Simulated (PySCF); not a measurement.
# Chlorine: highly charged ions in a basis for the neutral atom

Cl⁷⁺ [Ne], Cl⁸⁺ [He] 2s2 2p5. Calculation: PySCF 2.14, in cc-pV(D+d)Z; the non-relativistic Hamiltonian (point nucleus). No spin-orbit coupling, so a gap to NIST mixes the basis error with missing relativistic terms.

Changed run: basis of the neutral atom used for a highly charged ion. This setting is unsound on purpose.

```csv
species,method,sound run (hartree),changed run (hartree),converged
Cl⁷⁺,UHF,not run,-444.74967,yes
Cl⁷⁺,LDA,not run,-443.61834,yes
Cl⁷⁺,r2SCAN,not run,-445.14753,yes
Cl⁸⁺,UHF,not run,-431.90157,yes
Cl⁸⁺,LDA,not run,-430.71757,yes
Cl⁸⁺,r2SCAN,not run,-432.23908,yes
```

Ionisation energy of Cl⁷⁺:

```
method  changed run (eV)  NIST (eV)
   UHF            349.61     348.31
   LDA            351.05     348.31
r2SCAN            351.26     348.31
```

The contracted functions were made for the neutral atom and can be too rigid for a highly charged ion.
